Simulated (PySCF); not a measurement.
Spin states of MgB⁺

Unrestricted PBE0; PySCF, no relativity, basis sets Mg cc-pVDZ, B cc-pVDZ. Outer shells of the fragments: Mg+ 3s1; B 2s2 2p1.

Followed along the bond (rough minima from three points):

```json
{"2Ms+1": "1", "unpaired": "none", "⟨S²⟩ at the start": "0.18", "R at minimum (Å)": "2.60", "Te (eV)": "0.00"}
{"2Ms+1": "3", "unpaired": "σ ↑, π ↑", "⟨S²⟩ at the start": "2.02", "R at minimum (Å)": "2.26", "Te (eV)": "0.63"}
{"2Ms+1": "1", "unpaired": "σ ↓, π ↑", "⟨S²⟩ at the start": "1.02", "R at minimum (Å)": "2.31", "Te (eV)": "0.97"}
{"2Ms+1": "3", "unpaired": "σ ↑↑", "⟨S²⟩ at the start": "2.00", "R at minimum (Å)": "none in the scan", "Te (eV)": "≤ 0.92"}
```

Solutions found at the starting distance of 2.270 Å, counted from the lowest of them; the search is not exhaustive and high or unbound solutions are not listed, so other states can lie among these:

```
2Ms+1  unpaired   term  E (eV)  ⟨S²⟩  ⟨Lz²⟩  μ (D)
    1      none    ¹Σ⁺    0.00  0.18   0.00  -1.95
    3  σ ↑, π ↑     ³Π    0.39  2.02   1.00  -3.47
    1  σ ↓, π ↑  mixed    0.74  1.02   1.00  -3.28
    3      σ ↑↑    ³Σ⁺    1.07  2.00   0.00   1.87
    3      π ↑↑    ³Σ⁻    2.40  2.07   0.00  -5.69
    1      π ↑↓  mixed    2.70  1.01   2.01  -5.53
    1      none  mixed    3.55  0.00   2.00  -4.88
    3      π ↑↑  mixed    5.20  2.02   2.01   0.42
```

A term symbol is given only where ⟨S²⟩ and ⟨Lz²⟩ are close to those of a pure state; real π, δ and φ orbitals otherwise mix terms. A positive dipole points towards B; it is taken about the centre of mass and depends on that origin.

Q: Compare the gap between the two lowest followed solutions at the starting distance with the gap between their minima.

A: At PBE0 the second solution (triplet, unpaired electrons σ ↑, π ↑) lies +0.39 eV from the first (singlet, closed shell) at 2.270 Å and +0.63 eV at the minima; the two curves relax by different amounts, since their minima lie near 2.26 and 2.60 Å.

Counting both spins, an empty level lies below a filled one in some of these solutions, because spin and occupation are held.
